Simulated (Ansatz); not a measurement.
# C2H5Si: the cost of one run

All numbers below are computed with Ansatz 0.2.0 (UKS PBE0-D4/def2-SVP).

1 further run of the same task is left out (it didn't finish).

## 1. The structure to begin with

Bond lengths: C1–C2 1.346 Å, C2–Si3 1.826 Å, C1–H4 1.077 Å, C1–H5 1.077 Å, C2–H6 1.085 Å, Si3–H7 1.449 Å, Si3–H8 1.448 Å. Angles: C1–C2–Si3 126.3°, C1–C2–H6 117.5°, Si3–C2–H6 116.2°, C2–C1–H4 121.9°, C2–C1–H5 122.0°, H4–C1–H5 116.1°, C2–Si3–H7 119.4°, C2–Si3–H8 122.1°, H7–Si3–H8 117.6°.

Structure file:

```xyz
8

C    -0.9645    0.7478   -0.6960
C     0.1853    0.5519   -0.0235
Si    0.7494   -1.0177    0.7200
H    -1.6637   -0.0521   -0.8743
H    -1.2376    1.7125   -1.0897
H     0.8358    1.4093    0.1175
H     2.0779   -1.0962    1.2937
H     0.0174   -2.2554    0.5523
```

## 2. End point A

Contents of input.yaml:

```yaml
crystal:
  periodic: [false, false, false]
  atoms:
    - { symbol: C, position_ang: [-0.96451, 0.74782, -0.696] }
    - { symbol: C, position_ang: [0.18529, 0.55189, -0.02346] }
    - { symbol: Si, position_ang: [0.74944, -1.01769, 0.71996] }
    - { symbol: H, position_ang: [-1.66373, -0.05212, -0.87428] }
    - { symbol: H, position_ang: [-1.23759, 1.71248, -1.0897] }
    - { symbol: H, position_ang: [0.83583, 1.40928, 0.11753] }
    - { symbol: H, position_ang: [2.07793, -1.09623, 1.29369] }
    - { symbol: H, position_ang: [0.01735, -2.25543, 0.55227] }
magnetization:
  spin_polarized: true
  initial_magnetization: 1
basis:
  gaussian: { orbitals: def2-SVP }
hamiltonian:
  xc: pbe0
  dispersion: d4
relax:
  f_tol: 0.02
  max_steps: 50
output:
  orbitals: {}
```

Launch:

```
> ansatz run input.yaml --threads 2 --pin off --max-ram 3072MiB --backend cpu --events-out ev --progress --plain --runs-dir out
```

**Question.** How long does this run take on 2 threads of Arm Neoverse V1, shared host, and how much memory does it need?

About 18 s, with a peak of 0.16 GiB.
